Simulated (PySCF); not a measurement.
Job file and geometry (Å, from GFN2-xTB) of an NMR shielding run on `C(CCPC)#N`, C$_{4}$H$_{8}$NP, GIAO PBE0/pcSseg-1 NMR shielding, non-relativistic, gas phase in PySCF; density fitting, a coarse starting grid and PySCF grid level 2 are the driver's defaults:

```
$ OMP_NUM_THREADS=1 python probes_run.py task.json out

{"job": {"kind": "nmr", "xc": "PBE0", "basis": "pcSseg-1"}, "charge": 0, "multiplicity": 1}
C      2.430659     0.230223    -0.146074
P      1.045702    -0.982931    -0.315082
C     -0.336169     0.130625     0.268970
C     -1.697793    -0.532479     0.039462
C     -2.754582     0.314449     0.528390
N     -3.571920     1.009440     0.922965
H      2.667642     0.350437     0.910293
H      3.308006    -0.168267    -0.651254
H      2.171958     1.197738    -0.572497
H      0.818954    -0.747022    -1.680506
H     -0.289732     1.095451    -0.244491
H     -0.190544     0.309147     1.339093
H     -1.859773    -0.714184    -1.027545
H     -1.743085    -1.493099     0.561307
```

Q: Write the output of this run.

A: 
```
coarse grid: 11992 points
cycle   1  E = -552.8059863257  dE =  5.379e-01  |g| = 4.690e-01  |ddm| = 3.348e+00
cycle   2  E = -552.6790008797  dE =  1.270e-01  |g| = 9.000e-01  |ddm| = 1.142e+00
cycle   3  E = -552.8572833294  dE = -1.783e-01  |g| = 1.380e-01  |ddm| = 7.524e-01
cycle   4  E = -552.8614318933  dE = -4.149e-03  |g| = 3.965e-02  |ddm| = 1.177e-01
cycle   5  E = -552.8617975479  dE = -3.657e-04  |g| = 8.860e-03  |ddm| = 4.574e-02
cycle   6  E = -552.8618185118  dE = -2.096e-05  |g| = 1.556e-03  |ddm| = 1.116e-02
cycle   7  E = -552.8618189604  dE = -4.486e-07  |g| = 5.560e-04  |ddm| = 1.508e-03
final grid: 110728 points
cycle   8  E = -552.8977308402  dE = -2.607e-05  |g| = 7.526e-03  |ddm| = 2.587e-02
cycle   9  E = -552.8977255682  dE =  5.272e-06  |g| = 8.824e-03  |ddm| = 1.303e-02
cycle  10  E = -552.8977450640  dE = -1.950e-05  |g| = 8.968e-04  |ddm| = 7.525e-03
cycle  11  E = -552.8977452161  dE = -1.521e-07  |g| = 4.000e-04  |ddm| = 9.519e-04
cycle  12  E = -552.8977452476  dE = -3.150e-08  |g| = 1.109e-04  |ddm| = 3.209e-04
cycle  13  E = -552.8977452504  dE = -2.804e-09  |g| = 2.354e-05  |ddm| = 9.207e-05
cycle  14  E = -552.8977452505  dE = -1.285e-10  |g| = 5.306e-06  |ddm| = 2.528e-05
converged SCF energy = -552.8977452505

GIAO shielding tensors (ppm)
atom      isotropic    diamagn.    paramagn.     s11        s22        s33       span
  0 C      178.332     252.891     -74.559    165.683    181.344    187.971     22.288
  1 P      421.529     966.604    -545.075    369.434    427.505    467.647     98.213
  2 C      158.378     255.604     -97.226    136.500    159.681    178.954     42.454
  3 C      170.723     247.697     -76.974    157.676    168.783    185.710     28.034
  4 C       62.895     258.553    -195.658    -57.312    -48.789    294.786    352.098
  5 N      -30.519     339.513    -370.032   -197.825   -189.617    295.886    493.711
  6 H       30.583      30.554       0.028     26.283     28.215     37.249     10.967
  7 H       30.520      28.705       1.816     25.674     27.249     38.638     12.964
  8 H       30.179      31.587      -1.408     25.134     28.677     36.727     11.593
  9 H       28.505      30.913      -2.408     23.930     27.801     33.784      9.854
 10 H       29.553      34.434      -4.881     24.868     29.969     33.820      8.952
 11 H       30.059      33.737      -3.678     25.374     30.317     34.485      9.111
 12 H       29.652      28.524       1.128     24.229     29.903     34.825     10.596
 13 H       29.358      27.721       1.637     24.059     29.337     34.679     10.620
```

Size and cost of the density-fitted run: 149 basis functions, 15 s wall time on 1 thread of an Arm Neoverse V1, shared host; peak memory 0.7 GiB.
